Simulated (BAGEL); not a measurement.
**H3O+ (SMILES [OH3+]): HF/aug-cc-pVTZ (density fitting with qzvpp-jkfit)**

Aim: the energy change on altering one bond length of H3O+ at HF/aug-cc-pVTZ (density fitting with qzvpp-jkfit), from 2 runs. 

The results are computed with BAGEL 1.2.2.

## (1) The molecule

H3O+: 4 atoms, total charge +1, spin state singlet. As SMILES, `[OH3+]`. Geometry: relaxed at GFN2-xTB.

Bond lengths: O1–H2 0.983 Å, O1–H3 0.983 Å, O1–H4 0.984 Å. Angles: H2–O1–H3 112.0°, H2–O1–H4 112.0°, H3–O1–H4 112.0°.

## (2) The energy at HF/aug-cc-pVTZ (density fitting with qzvpp-jkfit)

hf.json reads:

```json
{ "bagel" : [

{
  "title" : "molecule",
  "basis" : "aug-cc-pvtz.json",
  "df_basis" : "qzvpp-jkfit",
  "angstrom" : "true",
  "geometry" : [
    { "atom" : "O", "xyz" : [       0.196050,      -0.061020,      -0.056900 ] },
    { "atom" : "H", "xyz" : [       0.214230,       0.919440,       0.016470 ] },
    { "atom" : "H", "xyz" : [      -0.413410,      -0.366620,      -0.765680 ] },
    { "atom" : "H", "xyz" : [       0.003130,      -0.491800,       0.806120 ] }
  ]
},

{ "title" : "hf", "charge" : 1 },

{ "title" : "print", "file" : "orbitals.molden", "orbitals" : "true" }

]}
```

The basis set aug-cc-pVTZ is read from a file made from the Basis Set Exchange's data (not shown).

The run is started by

```bash
$ BAGEL_NUM_THREADS=1 BAGEL hf.json > hf.out
```

Standard output:

```text
* using 1 threads per process

  ===============================================================
  ===============================================================

  *** Geometry ***

  { "atom" : "O", "xyz" : [      0.370481,     -0.115311,     -0.107525 ] },
  { "atom" : "H", "xyz" : [      0.404836,      1.737490,      0.031124 ] },
  { "atom" : "H", "xyz" : [     -0.781232,     -0.692811,     -1.446925 ] },
  { "atom" : "H", "xyz" : [      0.005915,     -0.929367,      1.523346 ] },

  Number of auxiliary basis functions:      131

  Since a DF basis is specified, we compute 2- and 3-index integrals:
    o Being stored without compression. Storage requirement is 0.014 GB

  Number of basis functions:      115
  Number of electrons      :       11

    * METHOD: MOLECULE                             0.03

  *** RHF ***

  === Nuclear Repulsion ===
    13.8867713276

      * DIIS with orbital gradients will be used.

  === RHF iteration (aug-cc-pvtz.json) ===
      0        -76.05031249          0.03569382           0.00
      1        -76.24368214          0.02272934           0.01
      2        -76.33839386          0.00173168           0.01
      3        -76.33921807          0.00031489           0.01
      4        -76.33924941          0.00005578           0.01
      5        -76.33925075          0.00001108           0.01
      6        -76.33925081          0.00000259           0.01
      7        -76.33925081          0.00000075           0.01
      8        -76.33925081          0.00000026           0.01
      9        -76.33925081          0.00000005           0.01
     10        -76.33925081          0.00000001           0.01
    * SCF iteration converged.

    * Permanent dipole moment:
           (    0.555147,    -0.172757,    -0.161154) a.u.

    * METHOD: HF                                   0.10

    * METHOD: PRINT                                0.01

  ===============================================================
```

It took 0.54 s on 1 thread of Intel Xeon 6975P-C (Granite Rapids), shared host; peak memory 0.08 GiB.

## (3) The distorted shape

input.json reads:

```json
{ "bagel": [

{
  "title": "molecule",
  "basis": "aug-cc-pvtz.json",
  "df_basis": "qzvpp-jkfit",
  "angstrom": true,
  "geometry": [
    { "atom": "O", "xyz": [       0.287479,      -0.015175,       0.049429 ] },
    { "atom": "H", "xyz": [       0.305659,       0.965285,       0.122799 ] },
    { "atom": "H", "xyz": [      -0.413410,      -0.366620,      -0.765680 ] },
    { "atom": "H", "xyz": [       0.094559,      -0.445955,       0.912449 ] }
  ]
},

{
  "title": "hf",
  "charge": 1
},

{
  "title": "print",
  "file": "orbitals.molden",
  "orbitals": true
}

]}
```

The basis set aug-cc-pVTZ is read from a file made from the Basis Set Exchange's data (not shown).

The run is started by

```bash
$ BAGEL_NUM_THREADS=1 BAGEL input.json > input.out
```

Standard output:

```text
* using 1 threads per process

  ===============================================================
  ===============================================================

  *** Geometry ***

  { "atom" : "O", "xyz" : [      0.543257,     -0.028677,      0.093407 ] },
  { "atom" : "H", "xyz" : [      0.577612,      1.824124,      0.232056 ] },
  { "atom" : "H", "xyz" : [     -0.781232,     -0.692811,     -1.446925 ] },
  { "atom" : "H", "xyz" : [      0.178691,     -0.842733,      1.724279 ] },

  Number of auxiliary basis functions:      131

  Since a DF basis is specified, we compute 2- and 3-index integrals:
    o Being stored without compression. Storage requirement is 0.014 GB

  Number of basis functions:      115
  Number of electrons      :       11

    * METHOD: MOLECULE                             0.03

  *** RHF ***

  === Nuclear Repulsion ===
    13.2793016152

      * DIIS with orbital gradients will be used.

  === RHF iteration (aug-cc-pvtz.json) ===
      0        -76.02913090          0.03471246           0.00
      1        -76.21076085          0.02388963           0.01
      2        -76.31919059          0.00180552           0.01
      3        -76.32016978          0.00034440           0.01
      4        -76.32021222          0.00006225           0.01
      5        -76.32021407          0.00001347           0.01
      6        -76.32021417          0.00000322           0.01
      7        -76.32021417          0.00000092           0.01
      8        -76.32021417          0.00000034           0.01
      9        -76.32021417          0.00000007           0.01
     10        -76.32021417          0.00000002           0.01
     11        -76.32021417          0.00000000           0.01
    * SCF iteration converged.

    * Permanent dipole moment:
           (    0.646038,    -0.117018,    -0.037287) a.u.

    * METHOD: HF                                   0.11

    * METHOD: PRINT                                0.01

  ===============================================================
```

Run time: 0.48 s. Hardware: 1 thread of Intel Xeon 6975P-C (Granite Rapids), shared host; peak memory 0.08 GiB.

## (4) What came out

At HF/aug-cc-pVTZ (density fitting with qzvpp-jkfit):

| quantity | value |
| --- | --- |
| first shape: total energy | -76.33925 Eh |
| first shape: HOMO energy | -25.92 eV |
| first shape: LUMO energy | -4.70 eV |
| first shape: HOMO–LUMO gap | 21.23 eV |
| distorted shape: total energy | -76.32021 Eh |
| distorted shape: HOMO energy | -25.42 eV |
| distorted shape: LUMO energy | -4.95 eV |
| distorted shape: HOMO–LUMO gap | 20.47 eV |
| energy change with the O1–H3 bond stretched from 0.983 to 1.131 Å | 0.518 eV |

With the O1–H3 bond stretched from 0.983 to 1.131 Å the energy rises by 0.52 eV (50.0 kJ/mol). The first shape isn't relaxed at this level, so the change isn't measured from a minimum.
